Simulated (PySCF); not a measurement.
# CH₃S, doublet: the ladder up to full CI

Geometry: MP2(full)/6-31G*, from the G2/97 set.

```xyz
5

C    -0.0021    1.2005    0.0000
S    -0.0021   -0.5983    0.0000
H     1.0451    1.5214    0.0000
H    -0.4774    1.6027    0.8952
H    -0.4774    1.6027   -0.8952
```

Basis STO-3G; PySCF 2.14.0. Only valence electrons are correlated (noble-gas cores frozen), which leaves 13 electrons in 11 orbitals. Prefix R: restricted or restricted open-shell reference; prefix U: unrestricted.

Full CI is exact within this basis and frozen core; it isn't the basis-set limit. The frozen core follows each run's orbitals, which can shift R against U totals by a few meV.

```
UHF ⟨S²⟩                          : 0.754
T1 diagnostic (RCCSD)             : 0.0069
largest doubles amplitude (RCCSD) : 0.102
T1 diagnostic (UCCSD)             : 0.0044
```

```csv
level,E − E(full CI) (kcal/mol),share of correlation (%),wall time
RHF,56.27,0.00,–
UHF,55.76,0.91,–
RMP2,14.99,73.35,–
UMP2,14.86,73.58,–
RCCSD,0.38,99.33,–
UCCSD,0.38,99.33,–
RCCSD(T),0.13,99.77,0.2 s
UCCSD(T),0.13,99.77,0.11 s
RCCSDT,0.05,99.90,0.51 s
UCCSDT,0.05,99.91,0.5 s
```

The correlation energy at full CI, counted from RHF, is -2.440 eV. That run took 1.1 s on 1 thread of Arm Neoverse V2, shared host over 76,384 determinants.

Times are those of the correlated step on a shared host, with one SCF added for the restricted CCSD run; they ran on 1 thread of Arm Neoverse V2.

The full-CI state has the irrep A' of Cs, in the program's axes.

Natural occupations of full CI about the gap: 1.984 1.975 1.974 1.964 1.001 0.038 0.024 0.023 0.021; effectively unpaired electrons, Σ n²(2−n)², 1.02.
